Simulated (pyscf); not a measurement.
Structures and frequencies: ωB97X-D3(BJ)/def2-SVP in PySCF.

Q: PBE/def2-TZVP puts the barrier of Cl–CH•–Cl + methane (CH₄) → Cl–CH₂–Cl + methyl (CH₃•) (hydrogen abstraction; doublet surface; C–H broken, C–H formed) at 71.1 kJ/mol and the reaction energy at +55.9 kJ/mol, from the separated reactants. What do r²SCAN/def2-TZVP, M06-2X/def2-TZVP, ωB97M-D3(BJ)/def2-TZVP give on the same structures?

A: r²SCAN: ΔE‡ = 76.0 kJ/mol, ΔE = +46.9 kJ/mol; M06-2X: ΔE‡ = 84.9 kJ/mol, ΔE = +40.2 kJ/mol; ωB97M-D3(BJ): ΔE‡ = 88.1 kJ/mol, ΔE = +42.8 kJ/mol. PBE's barrier lies under all of them, by 5.0 to 17.0 kJ/mol. Its reaction energy lies over all of them, by 9.1 to 15.7 kJ/mol. One saddle was located; it need not be the lowest between these sides. The angle at the transferred H is 175°.
